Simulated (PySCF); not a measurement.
Compound: thioacetic acid, C2H4OS.
Numbering: `[CH3:1][C:2]([OH:3])=[S:4]` (hydrogens: H5, H6, H7 on C1; H8 on O3)

The same species was optimised twice, with GFN2-xTB and with PBE0-D3(BJ)/def2-SVP (PySCF), and the same property calculations (PySCF, gas phase) were run on both structures.

```csv
coordinate,GFN2-xTB,PBE0-D3(BJ)/def2-SVP,change
C1–H5 (Å),1.089,1.102,+0.013
C1–H6 (Å),1.090,1.102,+0.012
C1–H7 (Å),1.085,1.094,+0.009
C2=S4 (Å),1.628,1.634,+0.006
C1–C2 (Å),1.489,1.492,+0.003
O3–H8 (Å),0.971,0.972,+0.001
C2–O3 (Å),1.329,1.329,0.000
C2–O3–H8 (°),110.9,106.6,-4.3
C1–C2–O3 (°),113.9,111.5,-2.4
C1–C2–S4 (°),124.0,125.9,+1.9
C2–C1–H7 (°),110.2,111.0,+0.8
H5–C1–H6 (°),107.6,106.9,-0.7
H6–C1–H7 (°),109.3,109.9,+0.6
O3–C2–S4 (°),122.1,122.6,+0.5
C2–C1–H5 (°),109.9,109.5,-0.4
```

Rotational constants: A = 9880, B = 5194, C = 3477 MHz (GFN2-xTB) against A = 10169, B = 5056, C = 3450 MHz (PBE0-D3(BJ)/def2-SVP).

On the GFN2-xTB structure: HOMO (eV) -6.68 [PBE0/pcSseg-1]; LUMO (eV) -1.39 [PBE0/pcSseg-1]; dipole (D) 2.03 [PBE0/pcSseg-1]; GIAO shielding of C1 (ppm) 154.0 [PBE0/pcSseg-1]; GIAO shielding of C2 (ppm) -44.1 [PBE0/pcSseg-1]; GIAO shielding of O3 (ppm) 48.5 [PBE0/pcSseg-1]; GIAO shielding of S4 (ppm) 57.8 [PBE0/pcSseg-1].

Task: What do these properties become on the PBE0-D3(BJ)/def2-SVP structure?

Result: 
```tsv
property	level	on GFN2-xTB	on PBE0-D3(BJ)/def2-SVP	change
HOMO (eV)	PBE0/pcSseg-1	-6.68	-6.77	-0.09
LUMO (eV)	PBE0/pcSseg-1	-1.39	-1.44	-0.05
dipole (D)	PBE0/pcSseg-1	2.03	1.99	-0.04
energy, GFN2-xTB geometry as zero (kcal/mol)	PBE0/pcSseg-1	0.0	-0.7	-0.7
GIAO shielding of C1 (ppm)	PBE0/pcSseg-1	154.0	152.4	-1.6
GIAO shielding of C2 (ppm)	PBE0/pcSseg-1	-44.1	-45.0	-0.9
GIAO shielding of O3 (ppm)	PBE0/pcSseg-1	48.5	43.2	-5.3
GIAO shielding of S4 (ppm)	PBE0/pcSseg-1	57.8	73.5	+15.7
```

The heavy atoms differ by 0.020 Å rms after alignment. Among all bonds C1–H5 and C1–H6 change most and about equally (+0.012 to +0.013 Å). Changes are differences of the printed values. Neither structure is proved a minimum here.

Shape of the structure used: `[CH3:1][C:2]([OH:3])=[S:4]`: H–O3–C2–C1 180°.
